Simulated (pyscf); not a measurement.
Optimised with ωB97X-D3(BJ)/def2-SVP in PySCF.

For HB=NH + hydrogen (H₂) -> H₂B–NH₂, an addition across a multiple bond or ene-type step (singlet surface; H–H broken, B–H, H–N formed), PBE/def2-TZVP gives ΔE‡ = 32.6 kcal/mol and ΔE = -38.5 kcal/mol (zero: the separated reactants). In which direction and how far do r²SCAN/def2-TZVP, B3LYP-D3(BJ)/def2-TZVP, ωB97M-D3(BJ)/def2-TZVP move these?

r²SCAN: ΔE‡ = 35.2 kcal/mol, ΔE = -39.5 kcal/mol; B3LYP-D3(BJ): ΔE‡ = 39.7 kcal/mol, ΔE = -38.0 kcal/mol; ωB97M-D3(BJ): ΔE‡ = 39.2 kcal/mol, ΔE = -38.8 kcal/mol. PBE's barrier lies under all of them, by 2.5 to 7.1 kcal/mol. Its reaction energy lies among theirs. Low barriers are usual for a GGA, whose delocalisation error favours stretched bonds. At the saddle there is also a short B–H contact that neither side keeps. One saddle was located; it need not be the lowest between these sides.
